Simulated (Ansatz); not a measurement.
# Lithium, bcc under PBE: convergence with the cold (Marzari-Vanderbilt) smearing

Aim: find which cold (Marzari-Vanderbilt) smearing width is enough for energy and pressure. The geometry was relaxed under PBE beforehand and stays fixed; 7 values are run, from 0.01 to 1.0 eV. Wanted are the values from which on the energy stays within 10 and 1 meV/atom, and the pressure within 0.5 GPa, of the narrowest run. Within the series other settings stay, but some runs also write fields, which adds to their time. Spin polarisation is left out.

Method: DFT PBE, plane waves with PAW, scalar-relativistic, in Ansatz 0.2.0.

### 1 The system as given

Symmetry: Im-3m, No. 229, cubic system. The conventional cell has a = 3.431 Å, b = 3.431 Å, c = 3.431 Å, α = 90.00°, β = 90.00°, γ = 90.00°. Li (site symmetry m-3m) has 8 Li at 2.97 Å as nearest neighbours.

As a file:

```
Li
1.0
    -1.71542    1.71542    1.71542
     1.71542   -1.71542    1.71542
     1.71542    1.71542   -1.71542
Li
1
Direct
  0.00000 0.00000 0.00000
```

### 2 Run at 0.01 eV

The run at 0.01 eV.

Input file input.yaml:

```yaml
crystal:
  lattice:
    - [-1.715415088, 1.715415088, 1.715415088]
    - [1.715415088, -1.715415088, 1.715415088]
    - [1.715415088, 1.715415088, -1.715415088]
  atoms:
    - { symbol: Li, position: [0.0, 0.0, 0.0] }
hamiltonian:
  xc: pbe
  pseudopotentials:
    kind: paw
    azcp:
      Li: "pseudopotentials/Li.paw.azcp"
basis:
  ecutwfc: 420
  fft_grid_basis: typed
kpoints:
  mp_grid: { grid: [13, 13, 13], shift: [0, 0, 0] }
magnetization:
  spin_polarized: false
scf:
  occupations: { method: cold, width: 0.01 }
  lower_state_search: "off"
output:
  stress: true
```

Launch:

```bash
ansatz run input.yaml --threads 1 --pin off --max-ram 3584MiB --backend cpu --events-out ev --progress --plain --runs-dir out
```

### 3 Run at 0.03 eV

The run at 0.03 eV.

input.yaml, as its differences from that of step 2:

```diff
@@ -21,3 +21,3 @@
 scf:
-  occupations: { method: cold, width: 0.01 }
+  occupations: { method: cold, width: 0.03 }
   lower_state_search: "off"
@@ -25 +25,5 @@
   stress: true
+  write_density: true
+  write_potential: true
+  elf: true
+  volumetric_format: npy
```

### 4 Run at 0.1 eV

The run at 0.1 eV.

input.yaml, as its differences from that of step 3:

```diff
@@ -21,3 +21,3 @@
 scf:
-  occupations: { method: cold, width: 0.03 }
+  occupations: { method: cold, width: 0.1 }
   lower_state_search: "off"
@@ -25,5 +25 @@
   stress: true
-  write_density: true
-  write_potential: true
-  elf: true
-  volumetric_format: npy
```

### 5 Run at 0.2 eV

The run at 0.2 eV.

input.yaml, as its differences from that of step 4:

```diff
@@ -21,3 +21,3 @@
 scf:
-  occupations: { method: cold, width: 0.1 }
+  occupations: { method: cold, width: 0.2 }
   lower_state_search: "off"
@@ -25 +25,5 @@
   stress: true
+  write_density: true
+  write_potential: true
+  elf: true
+  volumetric_format: npy
```

### 6 Run at 0.3 eV

The run at 0.3 eV.

input.yaml, as its differences from that of step 5:

```diff
@@ -21,3 +21,3 @@
 scf:
-  occupations: { method: cold, width: 0.2 }
+  occupations: { method: cold, width: 0.3 }
   lower_state_search: "off"
@@ -25,5 +25 @@
   stress: true
-  write_density: true
-  write_potential: true
-  elf: true
-  volumetric_format: npy
```

### 7 Run at 0.6 eV

The run at 0.6 eV.

input.yaml, as its differences from that of step 6:

```diff
@@ -21,3 +21,3 @@
 scf:
-  occupations: { method: cold, width: 0.3 }
+  occupations: { method: cold, width: 0.6 }
   lower_state_search: "off"
@@ -25 +25,5 @@
   stress: true
+  write_density: true
+  write_potential: true
+  elf: true
+  volumetric_format: npy
```

### 8 Run at 1.0 eV

The run at 1.0 eV.

input.yaml, as its differences from that of step 7:

```diff
@@ -21,3 +21,3 @@
 scf:
-  occupations: { method: cold, width: 0.6 }
+  occupations: { method: cold, width: 1.0 }
   lower_state_search: "off"
@@ -25,5 +25 @@
   stress: true
-  write_density: true
-  write_potential: true
-  elf: true
-  volumetric_format: npy
```

(Steps that only read results are left out.)

Q: Predict the outcome of this session.

As calculated:

```
                                           quantity                       value
       E(σ → 0) stays within 10 meV/atom of 0.01 eV                up to 1.0 eV
                   E(σ → 0) stays within 1 meV/atom                up to 0.6 eV
                      pressure stays within 0.5 GPa                up to 1.0 eV
                                pressure at 0.01 eV                    0.02 GPa
energy of a separate run on a finer mesh (21×21×21)  +1.1 meV/atom from 0.01 eV
```

In words: The far end, 1.0 eV, lies -1.4 meV/atom and +0.1 GPa from the yardstick. The free energy F moves by -13.3 meV/atom over the range, and the estimate for σ → 0 by -1.4. This scheme cancels the term in the square of the width, so F moves little up to 0.2 eV. The mesh (13×13×13) is fixed, so the narrowest widths carry a k-point error of their own. The yardstick itself is unsettled by 1.1 meV/atom against the finer mesh, so the thresholds above hold only within this series, and wider smearing, which averages over more states, can land nearer the fine-mesh value than the narrowest does. The cell taken over is 7 % smaller than the measured one (21.61 Å³/atom, COD).
